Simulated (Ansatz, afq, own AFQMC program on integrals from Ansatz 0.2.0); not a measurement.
B, doublet: AFQMC among the cluster methods

A free B atom.

Basis cc-pVTZ. Noble-gas cores (and the filled d shells of Ga–Kr and In–Xe) are frozen. Ansatz 0.2.0 and our own AFQMC program on the same integrals; the CISD trial comes from CCSD amplitudes, and released means the phaseless constraint is let go. Error bars are statistical, one sigma.

Determinant: UHF, the one that the program's search chose, which needn't be the lowest solution.

Full CI on the same integrals is exact in this basis and with this determinant's frozen core.

The T1 diagnostic is 0.0133. The weight of the determinant in the CISD state is 0.932. The ⟨S²⟩ of the determinant is 0.760. The size of the correlated space is 3 electrons in 29 orbitals.

```
  level  correlation energy (eV)
    MP2                  -1.1995
   CCSD                  -1.7611
CCSD(T)                  -1.7968
```

Question: Estimate where AFQMC with the constraint released lies against CCSD(T) on the same integrals.

Answer: 1.0 ± 0.04 kJ/mol below CCSD(T).

Reference: full CI, correlation energy -1.808 eV. The released energy is read at 1.50 1/Eh (meV from the phaseless value at times in 1/Eh: -1.1 ± 0.7 at 0.24, -1.1 ± 0.6 at 0.50, -2.3 ± 0.6 at 1.00, -3.3 ± 0.4 at 1.50).

| level | E − E(reference) (kJ/mol) | share of correlation (%) |
| --- | --- | --- |
| CCSD(T) | 1.1 | 99.37 |
| ph-AFQMC/HF | 13.3 ± 0.8 | 92.39 |
| ph-AFQMC/CISD | 0.4 ± 0.06 | 99.74 |
| released AFQMC | 0.1 ± 0.04 | 99.93 |

A walk keeps the symmetry of its determinant, which the program's search chose and which needn't be the lowest solution, so a lower state of the same spin and another symmetry isn't excluded. Released energies are given only where the last usable release times agree within the noise; a slower fall can still hide under it.
